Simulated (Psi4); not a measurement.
# CH6SSi (methylsulfanylsilane): name the method

CH6SSi has 9 atoms, charge 0, and is taken as a singlet. SMILES: `CS[SiH3]`. Geometry: optimised at PBE0/def2-TZVP.

```jsonl
{"atom": "C", "x (Å)": "-0.6925", "y (Å)": "1.0552", "z (Å)": "-0.8325"}
{"atom": "S", "x (Å)": "1.0064", "y (Å)": "0.4332", "z (Å)": "-0.6740"}
{"atom": "Si", "x (Å)": "0.7068", "y (Å)": "-0.9702", "z (Å)": "0.8921"}
{"atom": "H", "x (Å)": "-1.3785", "y (Å)": "0.2559", "z (Å)": "-1.1130"}
{"atom": "H", "x (Å)": "-0.6812", "y (Å)": "1.8039", "z (Å)": "-1.6239"}
{"atom": "H", "x (Å)": "-1.0264", "y (Å)": "1.5251", "z (Å)": "0.0927"}
{"atom": "H", "x (Å)": "2.0286", "y (Å)": "-1.5881", "z (Å)": "1.1584"}
{"atom": "H", "x (Å)": "-0.2770", "y (Å)": "-2.0140", "z (Å)": "0.4955"}
{"atom": "H", "x (Å)": "0.1958", "y (Å)": "-0.3019", "z (Å)": "2.1197"}
```

Orbital energies are those of the mean-field step.

A calculation with Psi4 1.11 gave:

- total energy: -728.4269 Eh
- HOMO energy: -9.74 eV
- LUMO energy: 2.58 eV
- HOMO–LUMO gap: 12.32 eV

Which of these levels gave the numbers?
A. PBE0-D4/def2-TZVPP (density fitting)
B. PBE-D4/def2-TZVPP (density fitting)
C. B3LYP-D4/def2-TZVPP (density fitting)
D. MP2/def2-QZVPP (density fitting, density fitting for correlation)

D. The others give -729.5085 Eh (B3LYP-D4/def2-TZVPP (density fitting)), -729.1427 Eh (PBE0-D4/def2-TZVPP (density fitting)), -729.0700 Eh (PBE-D4/def2-TZVPP (density fitting)).
